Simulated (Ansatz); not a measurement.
# Worked example: vertical ionisation energy of CH2BN (SMILES BC#N)

CH2BN: 5 atoms, total charge 0, spin state singlet. As SMILES, `BC#N`. The coordinates come from a PBE0-D4/def2-TZVP relaxation.

Both states at this one shape; open shells run unrestricted unless said. 1 Eh = 27.2114 eV.

```tsv
level	program	singlet CH2BN (Eh)	doublet CH2BN+ (Eh)
BHLYP/STO-3G	Ansatz	-117.286625	-116.861053
wB97M-V/STO-3G	Ansatz	-117.340989	-116.913643
wB97X/STO-3G	Ansatz	-117.330800	-116.899120
B2PLYP/STO-3G, 3 core orbitals frozen	Ansatz	-117.176897	-116.749935
```

Task: Work out the vertical ionisation energy at each level.

Result: 
1. BHLYP/STO-3G: -116.861053 − (-117.286625) = 0.425572 Eh = 11.58 eV.
2. wB97M-V/STO-3G: -116.913643 − (-117.340989) = 0.427346 Eh = 11.63 eV.
3. wB97X/STO-3G: -116.899120 − (-117.330800) = 0.431680 Eh = 11.75 eV.
4. B2PLYP/STO-3G: -116.749935 − (-117.176897) = 0.426962 Eh = 11.62 eV.

No measured value is set beside it here; the levels span 11.58 to 11.75 eV. Minimal sets are far from the basis-set limit.
